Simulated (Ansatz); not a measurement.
in.yaml

```yaml
crystal:
  periodic: [false, false, false]
  atoms:
    - {symbol: B, position_ang: [0.000000, 0.000000, 0.718685]}
    - {symbol: Be, position_ang: [0.000000, 0.000000, -0.918458]}
    - {symbol: H, position_ang: [0.000000, 0.876780, 1.297147]}
    - {symbol: H, position_ang: [0.000000, -0.876780, 1.297147]}
    - {symbol: H, position_ang: [0.000000, 0.000000, -2.090692]}
basis:
  gaussian: {orbitals: def2-SVPD}
correlation: {active_space: {ras: {orbitals: [6, 0, 50], electrons: 12, max_holes: 2, max_particles: 2}, fixed_orbitals: true}}
```

```sh
$ ansatz run in.yaml --threads 1 --pin off --events-out ev --progress --plain --max-ram 2393MiB
```

The program prints:

```
590 factors; integrals over basis functions are off by at most 7.1e-4 eV
mean field evaluation 1: about -1112.4751 eV, gradient 1.2e1 eV
mean field evaluation 2: about -1112.5088 eV, gradient 1.2e1 eV
mean field evaluation 4: about -1113.1030 eV, gradient 3.1e-1 eV
mean field evaluation 8: about -1113.1034 eV, gradient 2.0e-4 eV
mean field -1113.10337844 eV, -40.9057946692 hartree, gradient 1.9e-6 eV, S^2 0.000000; 0 other end points of the search recorded, 0 dependent functions left out
reference -1113.10337844 eV, -40.9057946692 hartree; 6, 6 occupied and 50, 50 virtual orbitals, 590 factors
state -1117.20557296 eV, -41.0565475373 hartree
Total energy: -1117.20557296 eV, -41.0565475373 hartree
```

Natural occupations: 1.9997 1.9997 1.9717 1.9692 1.9663 1.9529 0.0245 0.0178 0.0136 0.0112 0.0096 0.0084 0.0084 0.0066 0.0062 0.0059 0.0057 0.0054 0.0053 0.0021 0.0019 0.0014 0.0010 0.0009.

Ran on 1 thread of Arm Neoverse V1, shared host: 1.8 s wall, 0.14 GiB peak host memory.
